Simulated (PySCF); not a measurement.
# Converging MgAl in the basis (PBE0)

PySCF, UKS reference; doublet, unpaired electrons π ↑; De to Mg + Al without counterpoise correction.

```tsv
basis	relativity	functions	Re (Å)	ωe (cm⁻¹)	De (eV)	μ (D)
3-21G	no relativity	26	2.909	200	0.48	-1.60
6-31G(d,p)	no relativity	36	2.895	204	0.47	-1.53
def2-SVPD	no relativity	45	2.902	200	0.50	-1.42
jorge-DZP-DKH	spin-free X2C	48	2.904	200	0.47	-1.43
aug-cc-pVDZ/aug-cc-pV(D+d)Z	no relativity	59	2.894	204	0.49	-1.43
def2-TZVP	no relativity	69	2.888	204	0.48	-1.45
```

How does each smaller set differ from the one with most functions, def2-TZVP?

3-21G: +2.1 pm, -2.0 % in ωe, +0.00 eV in De; 6-31G(d,p): +0.7 pm, +0.0 % in ωe, -0.01 eV in De; def2-SVPD: +1.4 pm, -2.0 % in ωe, +0.02 eV in De; jorge-DZP-DKH: +1.6 pm, -2.0 % in ωe, -0.01 eV in De; aug-cc-pVDZ/aug-cc-pV(D+d)Z: +0.6 pm, +0.0 % in ωe, +0.01 eV in De. All at PBE0; the set with most functions is neither the basis-set limit nor always the best. The rows treat relativity differently, so the differences are not basis effects alone.

A positive dipole means Mg(−)Al(+). 3-21G is very small, so such numbers show the basis as much as the molecule. The state was picked by a PBE0 search and need not be the measured ground state.
